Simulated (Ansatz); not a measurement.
Basis sets over 5 cases of the energy of full hydrogenation at B2PLYP with Ansatz (elements up to F), each against its own reference: (a) the value in aug-pcseg-3; (b) the value in def2-QZVPPD. By their distance from other large sets or by the extrapolation step the references are unsure by up to roughly 0.20 kcal/mol. B3LYP-D3(BJ)/def2-TZVP geometries; electronic energies; frozen cores; no added dispersion term; no relativity. Cartesian d functions in some cases of 6-31G*, 6-31G**, 6-31+G*. 

Cases are drawn at random; left out are references unsure by over 1.3 kcal/mol, doubtful singlets, and cases whose largest runs show a restricted determinant unstable towards unrestricted orbitals, <S^2> over 0.1 too high or, where CCSD(T) ran, T1 over 0.025 (0.045 for open shells). Sets are drawn from those converged to one state in every case.

Cases (SMILES) and reference values:
- C1CC=1 + 4 [H][H] (H2) → 3 C (CH4): -142.90 kcal/mol (b)
- [NH+]#[C-] (C-NH) + 3 [H][H] (H2) → C (CH4) + N (NH3): -92.06 kcal/mol (a)
- N#C (CH-N) + 3 [H][H] (H2) → C (CH4) + N (NH3): -76.76 kcal/mol (a)
- O=C (CH2-O) + 2 [H][H] (H2) → C (CH4) + O (H2O): -58.83 kcal/mol (a)
- C(F)F + 2 [H][H] (H2) → C (CH4) + 2 F (HF): -45.53 kcal/mol (a)

| basis | functions over def2-SVP (largest species, mean of cases) | mean signed deviation (kcal/mol) | mean absolute | largest | within 4 kcal/mol |
|---|---|---|---|---|---|
| STO-3G | 0.3 | 9.22 | 21.89 | 54.12 | 0 of 5 |
| pcseg-0 | 0.6 | 8.21 | 15.05 | 22.89 | 0 of 5 |
| 3-21G | 0.6 | 11.82 | 17.71 | 34.01 | 0 of 5 |
| 6-31G | 0.6 | 4.26 | 7.99 | 12.04 | 0 of 5 |
| def2-SV(P) | 0.9 | 15.48 | 15.48 | 28.86 | 0 of 5 |
| 6-31G* | 0.9 | 8.46 | 9.27 | 21.46 | 1 of 5 |
| cc-pVDZ | 1.0 | 4.08 | 4.93 | 9.30 | 3 of 5 |
| pcseg-1 | 1.0 | 3.29 | 4.30 | 6.16 | 3 of 5 |
| 6-31G** | 1.0 | 4.24 | 5.32 | 13.84 | 3 of 5 |
| 6-31+G* | 1.1 | 4.31 | 5.05 | 9.08 | 3 of 5 |
| 6-311G** | 1.3 | 3.53 | 3.79 | 5.21 | 2 of 5 |
| 6-311+G** | 1.5 | 0.51 | 1.39 | 2.20 | 5 of 5 |
| aug-cc-pVDZ | 1.7 | -3.53 | 3.53 | 4.18 | 3 of 5 |
| def2-TZVP | 2.0 | 3.39 | 3.39 | 4.69 | 3 of 5 |
| def2-TZVPP | 2.4 | 0.77 | 0.93 | 1.31 | 5 of 5 |
| def2-TZVPD | 2.5 | 2.05 | 2.05 | 2.50 | 5 of 5 |
| aug-pcseg-2 | 3.8 | -0.31 | 0.36 | 0.77 | 5 of 5 |
| cc-pVQZ | 4.8 | 0.82 | 0.87 | 1.39 | 5 of 5 |
| def2-QZVPP | 4.8 | 0.23 | 0.24 | 0.36 | 5 of 5 |
| pcseg-3 | 5.2 | -0.06 | 0.07 | 0.25 | 5 of 5 |

Among the sets for which every case ran a larger relative (same family, alike in diffuse functions, listed or not), the smallest listed that holds all cases within 4 kcal/mol together with them is 6-311+G**, at 1.5 times the functions of def2-SVP. Inside, though some case ran no larger relative to test it: aug-pcseg-2, cc-pVQZ, def2-QZVPP, pcseg-3. Largest deviations of relatives not listed, over the cases that ran them: 6-311++G(2d,2p) 2.51, def2-TZVPPD 0.37, 6-311++G(3df,3pd) 0.33, def2-QZVP 0.36, def2-QZVPPD 0.27, aug-pcseg-3 0.00, cc-pV5Z 0.29 kcal/mol. A case lies within its reference's uncertainty of the window's edge in 6-31+G*, aug-cc-pVDZ. These figures hold for the cases listed.

Ansatz is an electronic-structure program.
